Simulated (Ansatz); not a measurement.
input.yaml (Ansatz)

```yaml
crystal:
  lattice:
    - [3.650380838, 0.0, 0.0]
    - [-1.825190419, 3.1613225392, 0.0]
    - [0.0, 0.0, 5.8553874766]
  atoms:
    - { symbol: Tb, position: [0.3333333333, 0.6666666667, 0.25], spin: 5.945 }
    - { symbol: Tb, position: [0.6666666667, 0.3333333333, 0.75], spin: -5.945 }
hamiltonian:
  xc: revpbe
  pseudopotentials:
    kind: paw
    azcp:
      Tb: "pseudopotentials/Tb.paw.azcp"
basis:
  ecutwfc: 420
  fft_grid_basis: typed
kpoints:
  mp_grid: { grid: [5, 5, 3], shift: [0, 0, 0] }
magnetization:
  spin_polarized: true
scf:
  occupations: { method: fermi_dirac, width: 0.1 }
```

Output

```
Engine: ansatz 0.2.0, x86_64-unknown-linux-gnu
Pseudopotentials: kind: paw
Pseudopotential: Tb, paw, valence charge 19, recommended cutoff 420 eV (normal) 
Functional definition: revPBE
  parameter kappa = 1.245
  parameter beta = 0.06672455060314922
  exchange = pbe_x(kappa = kappa, mu = beta*pi^2/3)
  correlation = pbe_c(beta = beta)
Crystal: 2 atoms, lattice volume = 67.571 Å³
Basis set: ecut = 420 eV, 1315 PW (Γ)
Bands: 30, of which v1, the nominal top of the filled ones, is band 19 counted from 1 (18 counted from 0)
Symmetry: 12 space group operations
Space group: P-6m2 (ITA 187), of the structure as read, at distance tolerance 4.1e-5 Å
Magnetic group: BNS 194.267 (UNI 1497), of the structure as read, at distance tolerance 4.1e-5 Å
k-points: 10 of 75 (time reversal used)
Non-local potential: Tb, projectors of the file, l = 0: 3, l = 1: 2, l = 2: 2, l = 3: 3
PAW form: soft (Blöchl's): semilocal exchange-correlation on the pseudo side does not see the compensation charge
PAW frozen core: Tb, regenerated for the run's functional, and the local potential with it (the file was generated under x = pbe(κ = 0.804, μ = 0.2195149727645171), c = pbe(β = 0.06672455060314922))
PAW one-centre angular grid: Tb, 590 points (default); XC on 64 Gauss nodes
Initial density: superposition of atomic densities (chi_scale 0.1, normalization cell)
Starting moments: Σ|m| = 11.89 μB on 2 of 2 sites
Starting magnetic order: antiferromagnet; an inversion exchanges its spin sublattices: spin-degenerate at every k-point
Initial wavefunctions: pseudopotential atomic-orbital guess
Functional: x = revpbe(κ = 1.245, μ = 0.2195149727645171), c = pbe(β = 0.06672455060314922)
SCF iter   1: F=—  HF=-19905.388912 eV  |F-HF|=—  |Δ(HF+E_count)|=         —  Δρ=2.07e-2 (↑2.07e-2 ↓2.07e-2)  dr2=4.53e-1  dr2_m=1.48e-1  M=-0.000 μB ∫|m|=11.801 μB  β_m=0.30  ethr=3.10e-3  ⟨swp⟩=5.3  Hψ=2366  notcnv=0
Mixer restart at iter 1: flushing history
spin=Collinear: Kerker preconditioning applied to the charge; magnetization (m = ρ↑ − ρ↓) channel mixes plain (no charge-response kernel on spin).
SCF iter   2: F=—  HF=-19904.706759 eV  |F-HF|=—  |Δ(HF+E_count)|=   6.82e-1  Δρ=1.65e-2 (↑1.65e-2 ↓1.65e-2)  dr2=2.52e-1  dr2_m=1.10e-1  M=0.000 μB ∫|m|=11.849 μB  β_m=0.52  ethr=1.19e-3  ⟨swp⟩=3.1  Hψ=1094  notcnv=0
SCF iter   3: F=—  HF=-19904.445542 eV  |F-HF|=—  |Δ(HF+E_count)|=   2.61e-1  Δρ=1.05e-2 (↑1.04e-2 ↓1.05e-2)  dr2=2.00e-1  dr2_m=2.06e-2  M=-0.001 μB ∫|m|=12.063 μB  β_m=0.51  ethr=6.63e-4  ⟨swp⟩=2.9  Hψ=1218  notcnv=0
...
SCF iter  15: F=—  HF=-19903.392469 eV  |F-HF|=—  |Δ(HF+E_count)|=   6.50e-5  Δρ=4.76e-5 (↑4.76e-5 ↓4.44e-5)  dr2=1.15e-6  dr2_m=9.15e-7  M=0.017 μB ∫|m|=12.139 μB  β_m=0.94  ethr=2.92e-8  ⟨swp⟩=2.4  Hψ=1157  notcnv=0
SCF iter  16: F=—  HF=-19903.594616 eV  |F-HF|=—  |Δ(HF+E_count)|=         —  Δρ=7.51e-3 (↑1.67e-4 ↓7.51e-3)  dr2=6.13e-3  dr2_m=8.79e-3  M=0.030 μB ∫|m|=12.162 μB  β_m=1.00  ethr=3.02e-9  ⟨swp⟩=3.2  Hψ=1294  notcnv=0
Mixer restart at iter 16: flushing history
SCF iter  17: F=—  HF=-19903.362705 eV  |F-HF|=—  |Δ(HF+E_count)|=   2.32e-1  Δρ=8.11e-4 (↑4.75e-4 ↓8.11e-4)  dr2=3.07e-4  dr2_m=6.39e-5  M=0.055 μB ∫|m|=12.178 μB  β_m=0.94  ethr=1.32e-4  ⟨swp⟩=2.0  Hψ=775  notcnv=0
SCF iter  18: F=—  HF=-19903.363602 eV  |F-HF|=—  |Δ(HF+E_count)|=   8.97e-4  Δρ=6.02e-4 (↑4.73e-4 ↓6.02e-4)  dr2=4.96e-4  dr2_m=4.09e-5  M=0.074 μB ∫|m|=12.191 μB  β_m=0.94  ethr=8.08e-7  ⟨swp⟩=3.0  Hψ=1315  notcnv=0
SCF iter  19: F=—  HF=-19903.363793 eV  |F-HF|=—  |Δ(HF+E_count)|=         —  Δρ=4.67e-4 (↑3.73e-4 ↓4.67e-4)  dr2=3.07e-4  dr2_m=3.19e-5  M=0.085 μB ∫|m|=12.195 μB  ethr=8.08e-7  ⟨swp⟩=2.8  Hψ=1149  notcnv=0
Mixer restart at iter 19: flushing history
SCF iter  20: F=—  HF=-19903.392480 eV  |F-HF|=—  |Δ(HF+E_count)|=         —  Δρ=3.50e-5 (↑3.50e-5 ↓2.30e-5)  dr2=7.47e-7  dr2_m=3.98e-7  M=0.011 μB ∫|m|=12.140 μB  β_m=0.94  ethr=3.02e-9  ⟨swp⟩=7.6  Hψ=2366  notcnv=0
SCF iter  21: F=—  HF=-19903.392483 eV  |F-HF|=—  |Δ(HF+E_count)|=   2.24e-6  Δρ=2.18e-5 (↑1.93e-5 ↓2.18e-5)  dr2=1.42e-7  dr2_m=2.17e-7  M=0.009 μB ∫|m|=12.140 μB  β_m=0.97  ethr=1.96e-9  ⟨swp⟩=2.0  Hψ=1150  notcnv=0
SCF iter  22: F=—  HF=-19903.392484 eV  |F-HF|=—  |Δ(HF+E_count)|=   1.55e-6  Δρ=2.28e-5 (↑2.28e-5 ↓2.04e-5)  dr2=6.79e-7  dr2_m=1.49e-7  M=0.007 μB ∫|m|=12.139 μB  β_m=0.78  ethr=3.73e-10  ⟨swp⟩=3.0  Hψ=1180  notcnv=0
SCF iter  23: F=—  HF=-19903.392485 eV  |F-HF|=—  |Δ(HF+E_count)|=   9.00e-7  Δρ=1.21e-5 (↑1.20e-5 ↓1.21e-5)  dr2=2.60e-8  dr2_m=8.05e-8  M=0.005 μB ∫|m|=12.139 μB  β_m=0.89  ethr=3.73e-10  ⟨swp⟩=2.7  Hψ=1186  notcnv=0
SCF iter  24: F=—  HF=-19903.392486 eV  |F-HF|=—  |Δ(HF+E_count)|=   1.10e-6  Δρ=8.14e-6 (↑8.14e-6 ↓5.94e-6)  dr2=2.60e-8  dr2_m=2.43e-8  M=0.003 μB ∫|m|=12.139 μB  β_m=0.95  ethr=6.83e-11  ⟨swp⟩=4.1  Hψ=1555  notcnv=0
SCF iter  25: F=—  HF=-19903.392487 eV  |F-HF|=—  |Δ(HF+E_count)|=   3.52e-7  Δρ=4.84e-6 (↑4.84e-6 ↓3.94e-6)  dr2=3.30e-8  dr2_m=4.36e-9  M=0.001 μB ∫|m|=12.139 μB  β_m=0.79  ethr=6.83e-11  ⟨swp⟩=3.5  Hψ=1358  notcnv=0
SCF iter  26: F=—  HF=-19903.392487 eV  |F-HF|=—  |Δ(HF+E_count)|=   6.23e-9  Δρ=2.44e-6 (↑2.44e-6 ↓1.56e-6)  dr2=3.30e-9  dr2_m=2.04e-9  M=0.000 μB ∫|m|=12.139 μB  β_m=0.90  ethr=6.83e-11  ⟨swp⟩=2.0  Hψ=1042  notcnv=0
SCF iter  27: F=—  HF=-19903.392487 eV  |F-HF|=—  |Δ(HF+E_count)|=   1.52e-8  Δρ=5.15e-7 (↑5.15e-7 ↓4.33e-7)  dr2=4.38e-10  dr2_m=5.16e-11  M=-0.000 μB ∫|m|=12.139 μB  β_m=0.93  ethr=8.68e-12  ⟨swp⟩=3.1  Hψ=1205  notcnv=0
SCF iter  28: F=-19903.392486 eV  HF=-19903.392487 eV  |F-HF|=4.10e-8  |Δ(HF+E_count)|=   1.19e-9  Δρ=6.37e-6 (↑6.37e-6 ↓3.31e-6)  dr2=4.01e-8  dr2_m=7.95e-9  M=-0.000 μB ∫|m|=12.139 μB  ethr=1.15e-12  ⟨swp⟩=1.9  Hψ=1889  notcnv=0
SCF 1 converged in 28 iterations: F = -19903.392486 eV  dr2 = 4.01e-8
SCF converged after 28 iterations
Magnetization: -0.0001 μB (19.0000 up, 19.0000 down)
Absolute magnetization: 12.1394 μB (∫|ρ↑−ρ↓|, with the PAW one-centre terms)
Spin contamination: 5.5447 ħ² per cell (⟨S²⟩ above its minimum at these occupations)
Per-site moments (μB) at R_I (Å): [(5.962148982606286, 1.4880419772200917), (-5.9622228714092005, 1.4880419772200917)]
Free energy (F): -19903.392486 eV
Harris-Foulkes:  -19903.392487 eV  (|F-HF|=4.10e-8)
Internal energy: -19903.023349 eV  (E = F + TS)
E sigma→0 (E₀):  -19903.207918 eV
Entropy (-TS):   -0.369137 eV (-184.569 meV/atom)
Fermi energy:    11.714659 eV
--- Per-component energies (eV) ---
  E_band       = -59.812100
  E_kinetic    = 701.947608
  E_local      = -5815.751040  (includes V_loc(G=0)·N_el)
  E_nonlocal   = 1333.863882
  E_hartree    = 2348.081827
  E_xc         = -376.942604
  E_vxc        = -407.085051  (∫ρ·V_xc dr)
  E_paw        = -13450.143814  (= ΣΔE_a)
  E_vpaw       = -568.955959  (= ΣTr[D̂ρ^β])
  E_aug_tail   = -0.000010  (compensation charges beyond the density's cutoff)
  E_ewald      = -4643.882821
  E_core_change = -0.196378  (= ΣΔE_core)
  E_smearing   = -0.369137  (= −TS)
  E_closure    = 0.000000  (closes the sum)
  Σ components = -19903.392486   (vs F -19903.392486, Δ=0.00e0)
```

The f occupation was not exhaustively searched.
